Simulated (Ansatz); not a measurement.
Input file:

```yaml
crystal:
  periodic: [false, false, false]
  atoms:
    - {symbol: Br, position_ang: [0.000000, -0.034668, 0.010507]}
    - {symbol: H, position_ang: [0.000000, 1.782556, -1.889318]}
    - {symbol: H, position_ang: [0.000000, 0.965707, 1.056354]}
basis:
  gaussian: {orbitals: cc-pVDZ}
total_charge: 1
correlation: {method: fic_mrcisd_q, electrons: outside_noble_gas, active_space: {window: {electrons: 6, orbitals: 3}}}
```

```sh
$ ansatz run in.yaml --threads 1 --pin off --events-out ev --progress --plain --max-ram 2393MiB
```

Question: Roughly how long does this take on 1 thread of Arm Neoverse V2, shared host, and how much host memory?

Answer: 0.69 s wall and 0.15 GiB.

```
406 factors; integrals over basis functions are off by at most 5.8e-4 eV
mean field evaluation 1: about -70014.0471 eV, gradient 2.1e1 eV
mean field evaluation 2: about -70014.0510 eV, gradient 2.1e1 eV
mean field evaluation 4: about -70016.2547 eV, gradient 1.8e0 eV
mean field evaluation 8: about -70016.2780 eV, gradient 7.3e-2 eV
mean field -70016.27804983 eV, -2573.0507595935 hartree, gradient 1.6e-6 eV, S^2 0.000000; 0 other end points of the search recorded, 0 dependent functions left out; unrestricted orbitals would lower it
reference -70016.27804983 eV, -2573.0507595935 hartree; 18, 18 occupied and 19, 19 virtual orbitals, 406 factors
state -70016.27804983 eV, -2573.0507595935 hartree
contracted CI cycle   1: correlation 0.00000000 eV, 0.0000000000 hartree, residual 1.55e1 eV
contracted CI cycle   2: correlation -4.00853822 eV, -0.1473110626 hartree, residual 2.60e0 eV
contracted CI cycle   3: correlation -4.22019171 eV, -0.1550891847 hartree, residual 1.51e0 eV
contracted CI cycle   4: correlation -4.28393556 eV, -0.1574317279 hartree, residual 6.71e-1 eV
contracted CI cycle   5: correlation -4.29566390 eV, -0.1578627365 hartree, residual 2.72e-1 eV
contracted CI cycle   6: correlation -4.29702222 eV, -0.1579126538 hartree, residual 8.95e-2 eV
contracted CI cycle   7: correlation -4.29717868 eV, -0.1579184039 hartree, residual 2.68e-2 eV
contracted CI cycle   8: correlation -4.29719500 eV, -0.1579190034 hartree, residual 7.81e-3 eV
contracted CI cycle   9: correlation -4.29719643 eV, -0.1579190560 hartree, residual 2.73e-3 eV
contracted CI cycle  10: correlation -4.29719664 eV, -0.1579190639 hartree, residual 1.28e-3 eV
state -70016.27804983 eV, -2573.0507595935 hartree; corrected -70021.16255167 eV, -2573.2302617251 hartree
WARN: 3 active orbitals are nearly empty or full. The corrections depend on them more than the energy does, and are more stable in an active space without them
Total energy: -70021.16255167 eV, -2573.2302617251 hartree
```
